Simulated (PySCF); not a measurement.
# Static response to an electric field

H7NSi2.
Atom-mapped SMILES: `[NH2:1][SiH2:2][SiH3:3]` (hydrogens: H4, H5 on N1; H6, H7 on Si2; H8, H9, H10 on Si3)

Structure used (GFN2-xTB), in Å, numbered top down from 1:
```xyz
10
H7NSi2 angstrom
N      1.6193    0.6459    0.4098
Si     0.5510   -0.6577    0.0336
Si    -1.5820    0.0835    0.4761
H      2.6138    0.4873    0.3809
H      1.4171    1.5661    0.0538
H      0.6960   -1.1502   -1.3537
H      1.0419   -1.7453    0.8875
H     -2.5790   -0.9355    0.1327
H     -1.9482    1.2799   -0.2941
H     -1.8208    0.4306    1.8795
```

Level: B3LYP/def2-SVPD (PySCF), static field, nuclei fixed, core orbitals frozen in the response. The polarisability tensor in these axes (au):

```
x   76.84 -2.88 -2.24
y   -2.88 63.69  2.12
z   -2.24  2.12 60.51
```

Task: Diagonalise the tensor; give its mean and Δα, where Δα² is half the sum of the squared differences of the eigenvalues.

Result: Principal values 59.41, 63.78 and 77.85 au; mean 67.01 au = 9.93 Å³ = 11.05 × 10⁻⁴⁰ C²·m²/J; Δα = 16.69 au (25 % of the mean).

Task: What is the dipole moment, and where does it point?

Result: (0.91, 0.58, -0.58) D, 1.23 D in size, pointing from the negative to the positive side. Measured along this direction, the outermost atoms are H8 at the negative end and H4 at the positive end.

Task: Rayleigh depolarisation ratio (linearly polarised light, static tensor)?

Result: ρ = 3Δα²/(45ᾱ² + 4Δα²) = 835.8/(202077 + 1114.5) = 0.00411.

Task: Sum over states: ᾱ = Σ f/ω², ω in Eh. What share falls to these 8 lowest TDDFT singlets (eV, f)? 5.60, 0.0051; 6.45, 0.0103; 6.70, 0.0131; 6.95, 0.0205; 7.06, 0.0591; 7.40, 0.0016; 7.59, 0.0147; 7.72, 0.0357.

Result: They add up to 2.37 au, 3.5 % of the 67.01 au; the largest single term is 0.88 au, from the state at 7.06 eV. Terms in order: 0.12, 0.18, 0.22, 0.31, 0.88, 0.02, 0.19, 0.44 au. Higher excitations give the rest. The strengths listed sum to 0.160.

Task: Give the eigenvalues of the traceless quadrupole moment Θ = ½Σq(3rr − r²1), origin at the centre of nuclear charge.

Result: -4.46, -0.16, 4.62 D·Å. The values depend on the origin, since the dipole doesn't vanish. The electronic extent ⟨r²⟩ about the same centre is 466 bohr², a root-mean-square distance of 1.76 Å for the 42 electrons.

Task: Along which axes do the principal values lie, and how far do the nuclei extend along each?

Result: Largest value along (0.96, -0.22, -0.15), where the nuclei span 4.66 Å; middle along (0.26, 0.88, 0.39), 3.22 Å; least along (0.05, -0.42, 0.91), 2.48 Å. The response follows the extents in order.

Task: Orientational against electronic polarisability at 273 K (dilute gas, rigid molecules)?

Result: In Gaussian units μ²/3kT = 13.31 Å³ against 9.93 Å³, a ratio of 1.34; the Debye molar polarisation (4π/3)N_A(α + μ²/3kT) is 58.6 cm³/mol, leaving out the vibrational part.

One conformer (not necessarily the lowest) at the GFN2-xTB geometry, without solvent, vibrations or thermal averaging.
